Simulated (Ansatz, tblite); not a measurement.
**SiHMe2(SiH3) (C2H10Si2): rung by rung**

How do method and basis change the picture of SiHMe2(SiH3) (C2H10Si2) (singlet)?

Program: Ansatz 0.2.0, Gaussian basis. Level of theory: as each input shows. These are calculated values, not measurements.

Plan: GFN1-xTB, GFN2-xTB, PBE-D4/def2-TZVP, r2SCAN-D4/def2-TZVP, ωB97M-V/def2-TZVP, revPBE-D4/def2-TZVP, B3LYP-D4/def2-TZVP, PBE-QIDH/def2-TZVP, LC-ωPBE/def2-TZVP, ωB97X-V/def2-TZVP, LDA/def2-TZVP, PBE-D4/def2-SVP, PBE0-D4/def2-SVP, PBE0-D4/def2-TZVPD, PBE-D4/def2-TZVPD, r2SCAN-D4/def2-TZVPD, CCSD(T)/def2-TZVP, RPA/def2-TZVP.

## (1) The geometry

The geometry is that of the singlet, from an earlier relaxation (PBE-D4/def2-SVP).

14 atoms, charge 0, spin multiplicity 1.

Bond lengths: Si1–H2 1.511 Å, Si1–C3 1.896 Å, Si1–C7 1.896 Å, Si1–Si11 2.357 Å, C3–H4 1.109 Å, C3–H5 1.110 Å, C3–H6 1.109 Å, C7–H8 1.109 Å, C7–H9 1.109 Å, C7–H10 1.110 Å, Si11–H12 1.508 Å, Si11–H13 1.510 Å, Si11–H14 1.508 Å. Angles: H2–Si1–C3 109.1°, H2–Si1–C7 109.0°, H2–Si1–Si11 108.0°, C3–Si1–C7 110.9°, C3–Si1–Si11 109.8°, C7–Si1–Si11 109.9°, Si1–C3–H4 111.2°, Si1–C3–H5 110.6°, Si1–C3–H6 110.8°, H4–C3–H5 108.0°, H4–C3–H6 108.0°, H5–C3–H6 108.1°, Si1–C7–H8 111.1°, Si1–C7–H9 110.9°, Si1–C7–H10 110.6°, H8–C7–H9 108.0°, H8–C7–H10 108.0°, H9–C7–H10 108.0° and more.

PBE0-D4/def2-TZVP was run before; its log isn't repeated, and its numbers join the tables.

## (2) GFN1-xTB

Tight binding, by tblite at 300 K electronic temperature and without a spin-polarisation term:

```python
tblite.interface.Calculator('GFN1-xTB', numbers, positions, charge=0, uhf=0).singlepoint()
```

Energy -362.2496 eV, HOMO -11.05 eV, LUMO -6.62 eV; 0.026 s.

## (3) GFN2-xTB

Tight binding, by tblite at 300 K electronic temperature and without a spin-polarisation term:

```python
tblite.interface.Calculator('GFN2-xTB', numbers, positions, charge=0, uhf=0).singlepoint()
```

Energy -348.4793 eV, HOMO -9.65 eV, LUMO -5.22 eV; 0.016 s.

## (4) PBE-D4/def2-TZVP

start.molden holds the orbitals of an earlier run on this state, given as this run's starting guess.

The input, in.yaml:

```yaml
crystal:
  periodic: [false, false, false]
  atoms:
    - {symbol: Si, position_ang: [0.082956, 0.143510, 0.548718]}
    - {symbol: H, position_ang: [0.077947, 0.135443, 2.059559]}
    - {symbol: C, position_ang: [1.876745, 0.127986, -0.066495]}
    - {symbol: H, position_ang: [2.421463, -0.762717, 0.307106]}
    - {symbol: H, position_ang: [2.417798, 1.031787, 0.282254]}
    - {symbol: H, position_ang: [1.913079, 0.111932, -1.174954]}
    - {symbol: C, position_ang: [-0.830235, 1.688255, -0.064576]}
    - {symbol: H, position_ang: [-1.871107, 1.714708, 0.316930]}
    - {symbol: H, position_ang: [-0.870550, 1.710883, -1.172752]}
    - {symbol: H, position_ang: [-0.315485, 2.609092, 0.279447]}
    - {symbol: Si, position_ang: [-1.033986, -1.794919, -0.192661]}
    - {symbol: H, position_ang: [-0.403930, -3.046486, 0.364452]}
    - {symbol: H, position_ang: [-0.977881, -1.884801, -1.698479]}
    - {symbol: H, position_ang: [-2.486816, -1.784663, 0.211453]}
basis:
  gaussian: {orbitals: def2-TZVP, initial_orbitals: start.molden}
hamiltonian: {xc: pbe, dispersion: d4}
scf: {omitted_lower_state_checks: [starts]}
output: {forces: true, orbitals: {seedname: orbitals}}
```

Started as:

```
$ ansatz run in.yaml --threads 4 --pin off --events-out ev --progress --plain --max-ram 3916MiB
```

After this run come: r2SCAN-D4/def2-TZVP; ωB97M-V/def2-TZVP; revPBE-D4/def2-TZVP; B3LYP-D4/def2-TZVP; PBE-QIDH/def2-TZVP; LC-ωPBE/def2-TZVP; ωB97X-V/def2-TZVP; LDA/def2-TZVP; PBE-D4/def2-SVP; PBE0-D4/def2-SVP; PBE0-D4/def2-TZVPD; PBE-D4/def2-TZVPD; r2SCAN-D4/def2-TZVPD; CCSD(T)/def2-TZVP; RPA/def2-TZVP.

Q: Predict the results of all the runs planned. Wanted: gap in def2-TZVP, named functionals, smallest and largest; correlation energy, CCSD(T)/def2-TZVP; binding an atom, CCSD(T)/def2-TZVP; PBE0 total energy, smallest basis above largest.

The runs gave:

| quantity | value |
| --- | --- |
| gap in def2-TZVP, named functionals, smallest and largest | 6.07 eV (LDA), 12.79 eV (LC-ωPBE) |
| correlation energy, CCSD(T)/def2-TZVP | -18.62 eV |
| binding an atom, CCSD(T)/def2-TZVP | 3.409 eV |
| PBE0 total energy, smallest basis above largest | 7.87 eV (def2-SVP, def2-TZVPD) |

Over the named functionals in def2-TZVP the gap runs from 6.07 eV (LDA) to 12.79 eV (LC-ωPBE); exact exchange widens it. The functionals in def2-TZVP miss CCSD(T)/def2-TZVP by +0.076 (revPBE-D4) to +0.505 eV (LDA) an atom. CCSD(T)/def2-TZVP isn't at the basis-set limit; small misses against it rank nothing.
